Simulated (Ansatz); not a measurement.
hcp Hf was calculated with PBEsol+SOC (PAW; Ansatz, a quantum-chemistry and plane-wave program).

Numerical settings: plane-wave cutoff 520 eV, 18×18×12 k mesh (along the axes of the cell as run), Fermi–Dirac smearing 0.05 eV, PAW data made under PBE.

Response to compression and expansion:

Shape and atoms are relaxed at each volume.

| V (Å³/atom) | P (GPa) | c (Å) | a (Å) |
|---|---|---|---|
| 20.677 | 4.97 | 4.938 | 3.110 |
| 21.107 | 2.38 | 4.968 | 3.132 |
| 21.538 | 0.01 | 4.998 | 3.155 |
| 21.969 | -2.16 | 5.027 | 3.177 |
| 22.400 | -4.15 | 5.056 | 3.199 |

Note: the bulk modulus comes from volumes at which shape and atoms were relaxed.
